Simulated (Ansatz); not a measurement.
## Smallest direct gap on the k points sampled of KLaGeS4 (P2₁, No. 4; structure not from a measured cell) at several levels of theory

No measured value is used here.

```tsv
level (code)	value (eV)
LDA (Ansatz)	2.28
PBEsol (Ansatz)	2.37
r²SCAN (Ansatz)	2.84
HSE06+SOC (Ansatz)	3.47
PBE0 (Ansatz)	4.19
```

Computed values are for a static lattice. Spin–orbit coupling is included only where a level's name says +SOC; with heavier elements it mostly lowers gaps and can invert bands.  Values are at the PBEsol cell. Cutoffs and k meshes differ between the levels. Ansatz's density-functional and Hartree–Fock values are scalar-relativistic unless marked +SOC, with PAW data made under PBE.

Ansatz is a quantum-chemistry and plane-wave program.
